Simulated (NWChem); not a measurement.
# Polarisability of CH (+1)

```
C
H 1 1.1472
```
Charge +1, spin multiplicity 1.

All runs are NWChem calculations. The geometry was optimised at PBE0/def2-SVP, a minimum by its harmonic frequencies.

Basis set: Sadlej pVTZ. Static limit.

The correlated methods keep 1 core orbital frozen. B3LYP has NWChem's definition, with VWN1-RPA local correlation. The structure started from a generated list of species. Coupled-cluster values serve here as a point of comparison, not as the truth.

**Question.** For the isotropic polarisability, BHandHLYP gives 7.68 bohr³ and HF gives 7.68 bohr³. What do CCSD linear response, B3LYP, PBE give?

**Answer.** CCSD linear response: 7.34 bohr³; B3LYP: 7.74 bohr³; PBE: 7.80 bohr³.
